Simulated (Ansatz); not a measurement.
Reaction (formal hydrolysis of a C–S bond): `CSCS` + H₂O → `CSCO` + H₂S

Calculated with Ansatz (gas phase, PBE0-D4/def2-TZVP geometries, no zero-point term in ΔE). CCSD(T)/CBS adds triple-zeta CCSD(T) − MP2 to the extrapolated MP2 energy (def2 sets, frozen cores). This one scheme is used for every species. Each species was taken in one conformer, which may not be the lowest.

| species | SCS-MP2/def2-TZVPP energy (Eh) |
| --- | --- |
| `CSCS` | -875.04857 |
| H₂O | -76.32077 |
| `CSCO` | -552.45544 |
| H₂S | -398.90298 |

(1) Work out ΔE.

(2) What do rigid-rotor, harmonic-oscillator terms from PBE0-D4/def2-TZVP frequencies (298.15 K, 1 bar) make of the CCSD(T)/CBS value? (Estimate.)

Largest T1 diagnostic among the species: 0.011.

Answers

(1) ΔE = (-552.45544) + (-398.90298) − (-875.04857) − (-76.32077) = 0.01092 Eh = +6.9 kcal/mol. CCSD(T)/CBS gives +7.8 kcal/mol.

(2) Ansatz gave: ΔZPE = -0.5 kcal/mol, ΔH = +7.0 kcal/mol, ΔS = 4 J/(mol·K), ΔG = +6.8 kcal/mol.

Leaving LDA and LC-ωPBE aside and taking each functional with its dispersion term where it has one, the values, not all of them listed here, spread over 2.4 kcal/mol, from CAM-B3LYP-D4 to revPBE-D4. At CCSD(T), def2-SVP lies −6.0 kcal/mol from the extrapolated value and def2-TZVPP −1.7 kcal/mol.
